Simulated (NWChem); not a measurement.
System: Si₂H₆ anion, doublet; SMILES of the neutral closed-shell parent [SiH3][SiH3]

```xyz
8

Si     0.0000     1.2860    -0.0135
Si     0.0000    -1.2860     0.0135
H      0.0002     2.5650    -0.9185
H      1.1821     1.6173     0.8780
H     -1.1823     1.6173     0.8776
H     -1.1823    -1.6173    -0.8776
H      0.0002    -2.5650     0.9185
H      1.1821    -1.6173    -0.8780
```
Atoms are numbered in this order, from 1.

Computed with NWChem. Spin-unrestricted. Sets without diffuse functions describe the anion's extra electron poorly. All runs use the structure optimised with B3LYP/def2-SVPD, spin-unrestricted. This spin state was assumed; another may lie lower. No stability test was run on the SCF state. The highest occupied level is positive in some or all of these runs, so the extra electron may be held by the finite basis. Total energies compare along this basis series because the functional is fixed.

```
level            basis functions  energy (Ha)  highest occupied level (eV)  lowest empty minus highest occupied level, either spin (eV)   <S²>  relative time
---------------  ---------------  -----------  ---------------------------  -----------------------------------------------------------  -----  -------------
PBE0/def2-SVP                 66    -582.1058                         1.21                                                         2.67  0.759              1
PBE0/def2-SVPD                96    -582.1140                         0.96                                                         2.48  0.759              2
PBE0/def2-TZVP               110    -582.3142                         0.94                                                         2.54  0.760              3
PBE0/def2-TZVPP              168    -582.3153                         0.93                                                         2.54  0.760              8
```

Relative times are rough (shared machine, one core).
